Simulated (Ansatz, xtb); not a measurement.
# Isomers of C4H7FO in order of energy

3 gas-phase structures of C4H7FO, from a drawn sample of its isomers (lower ones may exist). Each was relaxed with GFN2-xTB; where two conformers were screened, the lower at r2SCAN-D4/def2-SVP is listed:

A. `O[C@@H]1CC[C@@H]1F`, a singlet
B. `OC1(F)CCC1`, a singlet
C. `O[C@@H]1CC[C@H]1F`, a singlet

Question: Which do you expect lowest at r2SCAN-D4/def2-SVP, and how would the others follow?

Answer: Calculated order at r2SCAN-D4/def2-SVP: B (0.0), C (43.8), A (46.6) kJ/mol. Less than 1 kcal/mol parts C and A, so the order within that pair means little.

Energies above the lowest of each column, in kJ/mol; the last columns are at PBE-D3(BJ)/def2-SVP geometries:

```tsv
structure	GFN2-xTB	HF/STO-3G	r2SCAN-D4/def2-SVP	PBE-D3(BJ)/def2-SVP	CCSD(T)/def2-SVP + ΔMP2/def2-TZVPP
B	0.0	0.0	0.0	0.0	0.0
C	31.8	29.5	43.8	38.9	35.1
A	33.9	33.8	46.6	41.5	40.8
```

Every level run on B puts it lowest or level with the lowest. Flexible structures stand in one conformer each, not always the lowest. ΔMP2 is the change of the MP2 energy from the smaller to the larger basis.

Programs: Ansatz 0.2.0, xtb 6.7.1.
